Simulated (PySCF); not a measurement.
Compound: C3H5FOS.
Structure used (PBE0-D3(BJ)/def2-SVP), in Å, numbered top down from 1:
```xyz
11
C3H5FOS angstrom
O     -0.8259    1.8540    1.0984
S     -0.7822    1.3158   -0.2980
C     -1.0277   -0.5305   -0.1526
C      0.4219   -0.7201    0.2933
C      0.9158    0.4898   -0.4729
F      1.9407    1.1827    0.0447
H     -1.2608   -0.9503   -1.1431
H     -1.8262   -0.7618    0.5642
H      0.5062   -0.4972    1.3665
H      0.9070   -1.6841    0.0774
H      1.0861    0.2946   -1.5471
```

Theory: PySCF, PBE0-D3(BJ)/def2-SVP geometry optimisation, gas phase.

Take the most abundant isotopes and a rigid rotor. The values belong to one conformer with, in the numbering `[O:1]=[S@@:2]1[CH2:3][CH2:4][C@@H:5]1[F:6]`, O1–S2–C3–C4 -78°, S2–C3–C4–C5 -29°, C3–C4–C5–F6 147°, O1–S2–C5–C4 78°.

Q: What are A, B and C (cm⁻¹)?

A: Ia = 122.95, Ib = 164.69, Ic = 229.82 u·Å²; 505379 MHz·u·Å²/I gives 4111, 3069 and 2199 MHz, that is A = 0.13711, B = 0.10236, C = 0.07335 cm⁻¹.

Q: What kind of rotor is it?

A: An asymmetric top; Ray's κ = -0.090.

Q: What does the inertial defect say?

A: Not planar: Δ = Ic − Ia − Ib = -57.82 u·Å². For a rigid frame Δ = −2 Σ m c², so Σ m c² = 28.91 u·Å² lies off the ab plane: 6.09 from hydrogen and 22.82 from heavier atoms. The atom farthest from that plane is 1.57 Å away.

Q: List the rotational levels J(Ka,Kc) to J = 4 (MHz).

A: Above 0(0,0):
J = 1: 1(0,1) 5268, 1(1,1) 6310, 1(1,0) 7179
J = 2: 2(0,2) 15441, 2(1,2) 15975, 2(1,1) 18584, 2(2,1) 21710, 2(2,0) 22072
J = 3: 3(0,3) 30080, 3(1,3) 30280, 3(1,2) 35393, 3(2,2) 37513, 3(2,1) 39039, 3(3,1) 45090, 3(3,0) 45195
J = 4: 4(0,4) 49038, 4(1,4) 49100, 4(1,3) 57151, 4(2,3) 58290, 4(2,2) 61904, 4(3,2) 66673, 4(3,1) 67318, 4(4,1) 76598, 4(4,0) 76622
Those of J = 1 are B + C, A + C and A + B.

Q: Predict some low-J microwave lines.

A: The dipole components are |μa| = 0.66 D, |μb| = 3.90 D, |μc| = 2.11 D. Intensities carry the squares of the components, which stand as 0.03 : 1.00 : 0.29 (a : b : c). Some lines, for components of 0.1 D or more:

```json
{"type": "a", "branch": "Q", "J(Ka,Kc)": "5(3,2) ← 5(3,3)", "MHz": "2043", "lower level (cm⁻¹)": "3.120"}
{"type": "a", "branch": "Q", "J(Ka,Kc)": "3(1,2) ← 3(1,3)", "MHz": "5113", "lower level (cm⁻¹)": "1.010"}
{"type": "b", "branch": "Q", "J(Ka,Kc)": "5(3,2) ← 5(2,3)", "MHz": "5288", "lower level (cm⁻¹)": "3.012"}
{"type": "b", "branch": "Q", "J(Ka,Kc)": "3(3,0) ← 3(2,1)", "MHz": "6156", "lower level (cm⁻¹)": "1.302"}
{"type": "b", "branch": "Q", "J(Ka,Kc)": "5(4,1) ← 5(3,2)", "MHz": "8342", "lower level (cm⁻¹)": "3.189"}
{"type": "b", "branch": "Q", "J(Ka,Kc)": "4(2,3) ← 4(1,4)", "MHz": "9190", "lower level (cm⁻¹)": "1.638"}
{"type": "b", "branch": "R", "J(Ka,Kc)": "3(0,3) ← 2(1,2)", "MHz": "14105", "lower level (cm⁻¹)": "0.533"}
{"type": "c", "branch": "R", "J(Ka,Kc)": "2(2,1) ← 1(1,1)", "MHz": "15400", "lower level (cm⁻¹)": "0.210"}
{"type": "a", "branch": "R", "J(Ka,Kc)": "4(1,3) ← 3(1,2)", "MHz": "21758", "lower level (cm⁻¹)": "1.181"}
{"type": "b", "branch": "R", "J(Ka,Kc)": "4(3,1) ← 3(2,2)", "MHz": "29805", "lower level (cm⁻¹)": "1.251"}
{"type": "c", "branch": "R", "J(Ka,Kc)": "4(4,1) ← 3(3,1)", "MHz": "31507", "lower level (cm⁻¹)": "1.504"}
```

Q: Estimate the classical rotational partition function at 50 K, 298.15 K and 500 K.

A: Point group C1, symmetry number σ = 1; q = (√π/σ)·√((kT/h)³/(ABC)), k/h = 20836.6 MHz/K: 11300 at 50 K, 165000 at 298.15 K, 358000 at 500 K.

Whether it is a minimum is left open (no frequencies). Zero-point vibration and centrifugal distortion are left out.

The run took 52 s of wall time on one thread of an Arm Neoverse V1, shared host. This is the geometry optimisation.
